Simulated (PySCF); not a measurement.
# Electronic absorption of C4H7FS

Compound: C4H7FS.
SMILES: `C[C@@H]1S[C@@H]1CF`

Method: TDDFT PBE0/def2-SVPD, vertical, gas phase, core orbitals frozen in the response in PySCF. Geometry: GFN2-xTB, one conformer, isolated molecule. Torsions of this conformer, `[CH3:1][C@@H:2]1[S:3][C@@H:4]1[CH2:5][F:6]`: S3–C4–C5–F6 -158°.

Problem. What does the calculation give for the low-lying excited states?

Solution. 

```tsv
state	E (eV)	λ (nm)	ν̃ (cm⁻¹)	f	main configurations (H = HOMO, L = LUMO)
S1	4.91	252.6	39590	0.0001	H→L (98%)
S2	6.27	197.7	50580	0.018	H→L+2 (55%), H→L+1 (43%)
S3	6.39	194.1	51510	0.045	H→L+1 (52%), H→L+2 (41%)
S4	6.81	181.9	54960	0.027	H→L+3 (94%)
S5	7.22	171.8	58220	0.012	H→L+4 (91%)
S6	7.41	167.3	59790	0.047	H-1→L (87%)
```

Triplets (Tamm–Dancoff): T1 4.45 eV, H→L (96%); T2 5.62 eV, H→L+1 (44%), H→L+2 (43%).

The lowest singlet lies at 4.91 eV (253 nm, ultraviolet) and is dark (f under 0.0005); its leading configuration is HOMO→LUMO (98%). The most intense listed level is S6 at 7.41 eV (167 nm, f = 0.047), 2.50 eV above S1. It is the last of those listed, so stronger ones may follow. Löwdin shares by element: HOMO sulfur 74%, carbon 16% or more; LUMO sulfur 53%, carbon 35% or more. Of the 6 states listed, 5 reach f = 0.01 and 1 stays under 0.0005. The oscillator strengths of these states sum to 0.149; summed over the whole spectrum of an exact calculation they would give the number of electrons, 56 (Thomas–Reiche–Kuhn). Weighted by f, the mean energy of these states is 6.84 eV. Only the lowest 6 singlets were computed, as vertical energies without vibronic structure.
